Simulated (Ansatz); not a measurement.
# CF2+ (quartet): the correlation ladder, cc-pVTZ

The task here is to estimate one member of a computed series from the others.

Computed with Ansatz 0.2.0, Gaussian basis. Level: cc-pVTZ, core rule «outside noble gas», up to 3 orbitals frozen.

The runs, in order: UHF; CCSD(T) on ROHF; CCSD(T) on UHF; BCCD(T) on ROHF; CCSDT(Q) on ROHF; CCSDT(Q) on UHF; CASSCF and NEVPT2, 17 electrons in 12 orbitals.

6 further runs of the same task are left out: 6 set aside as unsound or not needed.

## The system

The geometry is a PBE0/def2-TZVP stationary point (not a proven minimum) of the parent state, kept for this charge and spin.

3 atoms, charge 1, spin multiplicity 4.

Atoms are counted from 1 here; the program's logs count them from 0.

Bond lengths: C1–F2 1.309 Å, C1–F3 1.309 Å. Angles: F2–C1–F3 119.5°.

Set-up of the first run:

in.yaml

```yaml
crystal:
  periodic: [false, false, false]
  atoms:
    - {symbol: C, position_ang: [0.000000, -0.500907, 0.000000]}
    - {symbol: F, position_ang: [0.000000, 0.158336, -1.130366]}
    - {symbol: F, position_ang: [0.000000, 0.158336, 1.130366]}
basis:
  gaussian: {orbitals: cc-pVTZ}
total_charge: 1
magnetization: {spin_polarized: true, initial_magnetization: 3}
hamiltonian: {xc: hf}
output: {orbitals: {seedname: orbitals}}
```

Command:

```console
> ansatz run in.yaml --threads 1 --pin off --events-out ev --progress --plain --max-ram 4096MiB --backend cpu
```

Among the steps run: UHF; CCSD(T) on ROHF; CCSD(T) on UHF; BCCD(T) on ROHF; CCSDT(Q) on ROHF; CCSDT(Q) on UHF; CASSCF and NEVPT2, 17 electrons in 12 orbitals.

One table of the session follows, with a row left open; its other results are not shown here.

It belongs to the step «Misses and costs». 

```
        method  from RCCSDT(Q) (meV)
          RMP2                +654.1
          UMP2               +1142.1
         RCCSD                +733.8
         UCCSD                +696.4
      RCCSD(T)                 +76.7
      UCCSD(T)                 +77.1
       BCCD(T)                     ?
        RCCSDT                 +56.1
        UCCSDT                 +47.3
     RCCSDT(Q)                     0
     UCCSDT(Q)                  -7.3
CASSCF valence              +14024.7
NEVPT2 valence               +1866.9
```

**Question.** Estimate the row for BCCD(T).

As computed: from RCCSDT(Q) (meV): +76.3. In the column «from RCCSDT(Q) (meV)» it lies between RCCSDT (+56.1) and RCCSD(T) (+76.7).

Left out of the table: ROHF, UHF (another determinant or state than the rows shown).

To keep in mind: The report flags that the cluster equations may have other roots. The program flags RCCSD(T), UCCSD(T), BCCD(T), RCCSDT(Q), UCCSDT(Q) as in doubt, so the zero of the table is itself unsure. Warnings: coupled cluster took another determinant than the lowest. Restricted and unrestricted rows rest on different reference determinants; where their highest levels disagree by more than a few hundredths of an eV, they describe different states and don't form one ladder.
